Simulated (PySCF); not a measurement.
# O2−: bond curves at several levels of theory

An exercise on one series of results from a longer session: the logs are not shown, and one member is left open.

The runs use PySCF 2.14.0; O def2-TZVPPD, no relativity.

1 further run of the same task is left out (set aside as unsound or not needed).

Set-up of the first run:

Settings of the job:

| Quantity | Value |
| --- | --- |
| atoms | O, O |
| charge | -1 |
| basis | O def2-TZVPPD |
| Hamiltonian | no relativity |
| basis functions | 80 |
| electrons treated | 17 |
| masses in u | 15.9949, 15.9949 |
| levels | PBE0, PBE, r²SCAN, r²SCAN0, MN15, B97-3, PBEsol, BLYP, ωB97X, MP2, SCS-MP2, CCSD, CCSD(T) |
| grid | 80 radial by 434 angular points |
| occupations | held fixed by the projection of orbital angular momentum |
| dissociation limit | O + O−, each in its ground configuration |
| starting distance in angstrom | 1.300 |
| values of 2S to try | 1, 3 |

The run is started by

```sh
$ OMP_NUM_THREADS=1 python dia.py task.json out
```

Among the steps run: Set-up; The PBE0 curve of the state that the search chose; Other states along the same grid; PBE; r²SCAN (meta-GGA); r²SCAN0 (hybrid meta-GGA); MN15 (hybrid meta-GGA); B97-3 (global hybrid GGA); PBEsol (GGA); BLYP (GGA); ωB97X; Adding correlation.

One of the session's tables, all rows but one given; the rest of the session is left out.

It belongs to the step «Constants by level of theory». 

| level | Re (Å) | ωe (cm⁻¹) | De (eV) |
| --- | --- | --- | --- |
| UHF-MP2 | 1.355 | 1101 | 4.33 |
| UHF-SCS-MP2 | 1.351 | 1116 | 4.05 |
| UHF-CCSD | 1.338 | 1190 | 3.69 |
| UHF-CCSD(T) | 1.354 | 1115 | 3.95 |
| PBE | 1.352 | 1109 | 4.85 |
| PBEsol | 1.339 | 1150 | 5.30 |
| BLYP | 1.372 | 1051 | 4.57 |
| r²SCAN | 1.343 | 1156 | 4.30 |
| PBE0 | 1.322 | 1237 | 4.24 |
| r²SCAN0 | 1.318 | 1260 | 3.83 |
| B97-3 | 1.328 | 1228 | 4.24 |
| MN15 | 1.322 | 1268 | 4.28 |
| ωB97X | ? | ? | ? |

Estimate the missing values for ωB97X.

As computed: Re (Å): 1.320; ωe (cm⁻¹): 1271; De (eV): 4.22. In the column «Re (Å)» it lies between r²SCAN0 (1.318) and PBE0 (1.322).
